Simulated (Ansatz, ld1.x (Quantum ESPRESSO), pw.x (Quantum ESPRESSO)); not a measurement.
# From atom to crystal: TM potential for aluminium

- Element: Al (Z = 13)
- Generator: ld1.x (Quantum ESPRESSO) 7.5
- Type: norm-conserving Troullier–Martins (Kleinman–Bylander form)
- Functional: PBEsol
- Relativity: scalar-relativistic
- Frozen core: [Ne]
- Valence charge: 3
- Reference configuration: 3s2 3p1
- Partial waves: 3s (bound): rc 2.20 bohr; 3p (bound): rc 2.20 bohr; 3d channel at 0.5 Ry: rc 2.30 bohr
- Local potential: all-electron potential smoothed inside 2.48 bohr (lloc = -1)
- Core correction: none

Atomic tests: cutoffs needed: 10 Ry and 25 Ry (the cutoffs (Ry, on a coarse ladder) from which the occupation-weighted sum of valence levels, in a spherical-Bessel basis at the reference potential, stays within 10 and 1 mRy of its value at 400 Ry); ghost test: no extra level below or beside the all-electron valence levels (s, p, d, f tested) (spherical-Bessel basis up to 400 Ry, 20 bohr box); largest excitation error: +18 meV (all-electron minus pseudo) for 3s1 3p0, out of 7 test configurations.

Crystal test: bcc Al in pw.x 7.5, no spin, 14³ k-points, Fermi–Dirac smearing 0.01 Ry, cutoffs 35/140 Ry. The reference is all-electron LAPW (Ansatz 0.2.0) with the same functional, mesh and smearing; V0 and B0 come from Birch–Murnaghan fits to the pressures at five volumes. Errors are pseudo minus all-electron; Δ is the rms difference of the E(V) curves that follow from these fits, minima aligned, over ±6 % about the mean V0. Mesh and smearing are coarse, so the numbers serve the comparison and aren't converged zero-temperature values; the lattice is a test structure that the element need not adopt.

All-electron: a0 = 3.215 Å (V0 = 16.61 Å³/atom), B0 = 72.6 GPa.

Question: How far does the potential miss the all-electron equation of state?

Answer: mean pressure error (GPa): -0.02; a0 (Å): 3.215; a0 error (%): -0.01; B0 error (%): -1.5; Δ (meV/atom): 0.1.

```tsv
V (Å³/atom)	P all-electron (GPa)	P pseudo (GPa)
15.746	4.37	4.28
16.161	2.13	2.08
16.575	0.16	0.15
16.989	-1.55	-1.54
17.404	-3.06	-3.03
```

Question: At the middle volume, how do free energy and pressure move when the wave cutoff is lowered (ecutrho kept at four times it)?

Answer:

```csv
cutoff (Ry),shift of F (meV/atom),shift of P (GPa)
16,+34.4,-0.27
21,+15.5,-0.47
28,+1.3,-0.13
```

The run at the middle volume (104 k-points, 6 iterations) took about 2.3 s on one core of a shared host (Neoverse-V1, 64 threads, 495 GiB, load 22).
